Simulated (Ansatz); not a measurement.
Reaction (SMILES): O (H2O) → 2 H atom + O atom
B3LYP-D3(BJ)/def2-TZVP geometries, fixed; electronic energies without zero-point terms.

Basis-set convergence of the atomisation energy at MP2 with Ansatz (an electronic-structure program). Cartesian d functions, on some or all atoms, in 6-31G*, 6-31+G*, 6-31G**; all else is spherical. Cores are frozen. Open shells are unrestricted. No added dispersion term, no relativity. Functions are those of the species that has most. Reference: Hartree-Fock in aug-cc-pVQZ plus the correlation part extrapolated as X^-3 from aug-cc-pVTZ and aug-cc-pVQZ, 237.66 kcal/mol, itself unsure by roughly 0.83 kcal/mol (a third of the extrapolation step and of the last Hartree-Fock step). Deviations are taken from unrounded values.

```csv
basis,functions,atomisation energy (kcal/mol),minus reference (kcal/mol)
3-21G,13,169.98,-67.68
def2-SV(P),18,192.32,-45.34
6-31G*,19,200.96,-36.70
6-31+G*,23,205.75,-31.91
def2-SVP,24,214.67,-22.99
pcseg-1,24,215.12,-22.55
6-31G**,25,215.38,-22.29
def2-SVPD,39,225.54,-12.13
aug-cc-pVDZ,41,222.90,-14.76
aug-pcseg-1,41,224.20,-13.46
pcseg-2,58,230.71,-6.95
def2-TZVPP,59,230.00,-7.66
jun-cc-pV(T+d)Z,67,231.30,-6.36
"6-311++G(3df,3pd)",75,233.53,-4.13
aug-cc-pVTZ,92,232.19,-5.47
aug-pcseg-2,92,232.09,-5.57
cc-pVQZ,115,233.91,-3.75
aug-cc-pVQZ,172,235.48,-2.19
```
